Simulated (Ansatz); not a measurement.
Compare A (`N/C=C(\N)C=O`) with its isomer B (`CN1CN=C1O`).

Calculated with Ansatz (gas phase, PBE0-D4/def2-TZVP geometries, no zero-point term in ΔE). CBS: MP2 limit from def2 TZ/QZ plus the TZ coupled-cluster correction, frozen cores. Functionals use def2-TZVPP. B3LYP here is the variant with VWN-RPA as its local correlation; programs differ in this. One conformer a species, not always the lowest.

Q: Which is lower in electronic energy at CCSD(T)/CBS, and by how much? (Estimate.)

A: Ansatz gave: A, by 74.4 kJ/mol.

Q: Give E(B) − E(A) in kJ/mol with B2PLYP, B3LYP-D4, PBE-D4, B3LYP, PBE0-D4, CCSD/def2-TZVPP, HF/def2-TZVPP. (An estimate is asked.)

A: The calculation gave: B2PLYP 89.1, B3LYP-D4 98.6, PBE-D4 86.9, B3LYP 99.1, PBE0-D4 75.3, CCSD/def2-TZVPP 67.6, HF/def2-TZVPP 79.1. None reverses the order clearly.

Largest T1 diagnostic: 0.016.

In def2-TZVPP, CCSD(T) changes the Hartree–Fock value by −9.9 kJ/mol (the triples alone add +1.6 kJ/mol) and MP2 by −10.9 kJ/mol. From PBE to PBE0 (25 % exact exchange), in def2-TZVPP and without D4, E(B) − E(A) moves by −11.8 kJ/mol.
